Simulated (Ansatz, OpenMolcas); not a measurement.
## How methods differ on CH8BN (SMILES [BH3-][NH2+]C)

CH8BN has 11 atoms, charge 0, and is taken as a singlet. SMILES: `[BH3-][NH2+]C`. Geometry: relaxed at PBE0-D4/def2-TZVP.

```xyz
11

B    -0.8284    1.0320   -0.2051
N    -0.3495   -0.4975    0.0708
C     1.1078   -0.6611    0.1552
H    -2.0409    0.9910   -0.2454
H    -0.3251    1.3417   -1.2657
H    -0.4029    1.6775    0.7312
H    -0.7835   -0.8152    0.9323
H    -0.7210   -1.0847   -0.6699
H     1.4757   -0.0241    0.9576
H     1.5435   -0.3171   -0.7813
H     1.3898   -1.6994    0.3411
```

Each level gives the HOMO–LUMO gap (eV). The values are calculated.

```csv
level,kind,program,value (eV),CPU time
HF/cc-pVDZ,Hartree–Fock,OpenMolcas,14.99,10 s
BLYP/cc-pVDZ,GGA,OpenMolcas,5.97,57 s
PBE/cc-pVDZ,GGA,OpenMolcas,6.09,58 s
M06-L/cc-pVDZ,meta-GGA,OpenMolcas,7.18,71 s
TPSS/cc-pVDZ,meta-GGA,OpenMolcas,6.65,71 s
r2SCAN0/cc-pVDZ,hybrid meta-GGA,Ansatz,9.10,9.4 s
CAM-B3LYP/cc-pVDZ,range-separated hybrid,Ansatz,10.76,5.8 s
B2PLYP/cc-pVDZ,double hybrid,OpenMolcas,10.78,39 s
```

The values span 5.97 to 14.99 eV. Orbital gaps aren't excitation energies, and those of double hybrids come from the SCF part alone; they tend to grow with the share of exact exchange. CPU times are rough (shared hosts, several kinds of processor and program).
